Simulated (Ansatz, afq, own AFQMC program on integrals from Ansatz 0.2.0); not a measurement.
# Atomization energy of InHCl$_{2}$, singlet, worked out

```yaml
atoms:
  - { symbol: In, position_ang: [0.0000, -0.4809, 0.0000] }
  - { symbol: Cl, position_ang: [0.0000, 0.8097, -1.9196] }
  - { symbol: Cl, position_ang: [0.0000, 0.8097, 1.9196] }
  - { symbol: H, position_ang: [0.0000, -2.1754, 0.0000] }
```

Connectivity, by distances: Cl–InH–Cl.

Basis def2-TZVP with its core potentials. Noble-gas cores (and the filled d shells of Ga–Kr and In–Xe) are frozen. Integrals, coupled cluster, full CI and functionals: Ansatz 0.2.0; the random walks run on the same integrals in our own AFQMC program. The CISD trial takes its coefficients from CCSD amplitudes. Released means that phaseless walkers are propagated on without the constraint, phases kept. Error bars are statistical, one sigma. No spin–orbit coupling.

Total energies in eV. CBS is CCSD(T) at the limit of def2-TZVPP/QZVPP (extrapolated itself); the highest rung of each member is named.

Cautions: inner d shell frozen; no spin-orbit coupling; InHCl₂ (singlet): the released value is read at 1.50 1/Eh with a noise of 12 meV, more than in the cases checked (meV from the phaseless value at times in 1/Eh: -16 ± 6 at 0.24, -11 ± 6 at 0.51, -32 ± 7 at 0.99, -27 ± 12 at 1.50).

```json
{"member": "In (doublet)", "count": "+1", "CCSD(T)/def2-TZVP": "-5149.8141", "highest rung in def2-TZVP": "-5149.8211", "which": "FCI", "CCSD(T)/CBS": "-5149.8911"}
{"member": "Cl (doublet)", "count": "+2", "CCSD(T)/def2-TZVP": "-12508.0402", "highest rung in def2-TZVP": "-12508.0635", "which": "CCSDTQ", "CCSD(T)/CBS": "-12509.3582"}
{"member": "H (doublet)", "count": "+1", "CCSD(T)/def2-TZVP": "-13.6005", "highest rung in def2-TZVP": "-13.6005", "which": "FCI", "CCSD(T)/CBS": "-13.6059"}
{"member": "InHCl₂, singlet", "count": "-1", "CCSD(T)/def2-TZVP": "-30188.7861", "highest rung in def2-TZVP": "-30188.8511 ± 0.0119", "which": "released AFQMC", "CCSD(T)/CBS": "-30192.0056"}
```

Work out the best estimate of the atomization energy: the CCSD(T)/CBS difference plus the step from CCSD(T) to the highest rung.

Sums with the counts: CCSD(T)/CBS 9.7922 eV, highest rung 9.3025 eV, CCSD(T)/def2-TZVP 9.2911 eV. The step is 9.3025 − 9.2911 = 0.0114 eV, so the best estimate is 9.7922 + (0.0114) = 9.8036 eV, with sampling noise 0.012 eV. The step is under twice that noise, so its sign is open. The basis set is worth 0.501 eV of it. Zero-point, core-correlation and spin–orbit terms aren't in it. Past Ne the Hartree–Fock part of each CBS total tends to overshoot, since the cores don't follow the formula; that largely cancels in the difference.

Best estimates are given only where the step beyond CCSD(T) is under 0.3 eV and no member's determinant is very poor (T1 over 0.05, or 0.07 for open shells, ⟨S²⟩ too high by 0.3, two states mixed), so the hardest cases are missing from such tables.

CCSDT and higher add their correlation energy to the determinant of the CCSD(T) run, since their own runs factorise the integrals more tightly (a shift of under 2 meV). Each member of a difference takes its own highest rung, so a best estimate needn't equal the limit plus the step of one row. A walk keeps the symmetry of its determinant, which the program's search chose and which needn't be the lowest solution, so a lower state of the same spin and another symmetry isn't excluded. Released energies are given only where the last usable release times agree within the noise; a slower fall can still hide under it. The exponents were fitted on light atoms, and def2 sets of heavy atoms don't grow evenly, so the limit is rough here.
